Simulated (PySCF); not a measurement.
trimethylamine cation (C3H9N), SMILES CN(C)C (connectivity only; charge and spin as stated), charge +1, multiplicity 2. Atoms are numbered in the order given.

```xyz
13

C     -1.2009    -0.7968     0.0000
N      0.0000     0.0000     0.0000
C     -0.0896     1.4384     0.0000
C      1.2905    -0.6416     0.0000
H     -1.2052    -1.4649    -0.8922
H     -2.1009    -0.1575     0.0000
H     -1.2052    -1.4649     0.8922
H     -0.6660     1.7762    -0.8922
H      0.9141     1.8981     0.0000
H     -0.6660     1.7762     0.8922
H      1.8712    -0.3113    -0.8922
H      1.8712    -0.3113     0.8922
H      1.1868    -1.7407     0.0000
```
Charge +1, spin multiplicity 2.

Geometry: PBE-D3(BJ)/def2-SVP. The multiplicity is an assumed one; no other spin state was optimised.

These are PBE-D3(BJ)/def2-SVP in PySCF values and carry that method's errors.

No scaling factor is applied to the harmonic values.

Modes within 1.5 cm⁻¹ of each other (mostly degenerate sets) share a row, with their intensities summed.

| mode | ν (cm⁻¹) | IR (km/mol) | moving atoms (share of kinetic energy) |
|---|---|---|---|
| 1–2 | 80 | 0.0 | H 94 % |
| 3 | 107 | 7.1 | H 93 % |
| 4 | 341 | 4.4 | N 50 %, H 43 % |
| 5–6 | 416 | 0.2 | C 50 %, H 40 %, N 10 % |
| 7 | 797 | 0.0 | C 81 %, H 19 % |
| 8–9 | 969 | 0.0 | H 81 %, C 19 % |
| 10–11 | 1008 | 14.6 | H 49 %, C 38 %, N 13 % |
| 12 | 1037 | 0.0 | H 80 %, C 20 % |
| 13 | 1073 | 8.2 | H 62 %, C 21 %, N 17 % |
| 14–15 | 1251 | 99.1 | H 48 %, N 28 %, C 25 % |
| 16 | 1329 | 0.0 | H 91 %, C 9 % |
| 17–18 | 1346 | 35.2 | H 79 %, N 15 % |
| 19–20 | 1364 | 0.0 | H 97 % |
| 21 | 1369 | 70.0 | H 96 % |
| 22–23 | 1418 | 28.2 | H 82 %, N 11 % |
| 24 | 1429 | 0.0 | H 90 %, C 10 % |
| 25–26 | 2932 | 88.6 | H 97 % |
| 27 | 2945 | 0.0 | H 97 % |
| 28 | 3003 | 31.3 | H 91 %, C 9 % |
| 29–30 | 3006 | 0.0 | H 91 %, C 9 % |
| 31–33 | 3124 | 17.9 | H 90 %, C 10 % |
